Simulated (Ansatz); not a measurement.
## SiC: pressure series

Consider SiC in the zinc blende structure (space group F-43m, No. 216; a = 4.3798 Å).

Cell and atoms are relaxed at each pressure.

Calculations: PBE (Ansatz, a quantum-chemistry and plane-wave program), spin-orbit coupling left out.

```tsv
pressure (GPa)	volume per atom (Å³/atom)
-2	10.602
0	10.502
0.9	10.458
2.1	10.401
4.5	10.291
9	10.098
15	?
22.5	9.607
30	9.377
```

### Question
Fit the third-order Birch–Murnaghan form P(V) = (3B₀/2)[(V₀/V)^(7/3) − (V₀/V)^(5/3)]·[1 + (3/4)(B₀′ − 4)((V₀/V)^(2/3) − 1)] (squares taken in P) to the rows shown and predict the withheld row.

### Answer
Least squares on the printed values gives V₀ = 10.502 Å³/atom, B₀ = 213 GPa, B₀′ = 3.8; this predicts 9.866 Å³/atom, and the run gives 9.866 Å³/atom, in agreement.

Measured bulk modulus of SiC: 229.1 GPa (static lattice; corrected from measurement; as listed in Daniel Mejia-Rodriguez, S. B. Trickey, Phys. Rev. B (2018)); the computed value is 7 % below it.

Load acts through the strain it causes; cell and atoms are relaxed under it. Whether these cells are dynamically stable was not tested. No other phases were tried under pressure.
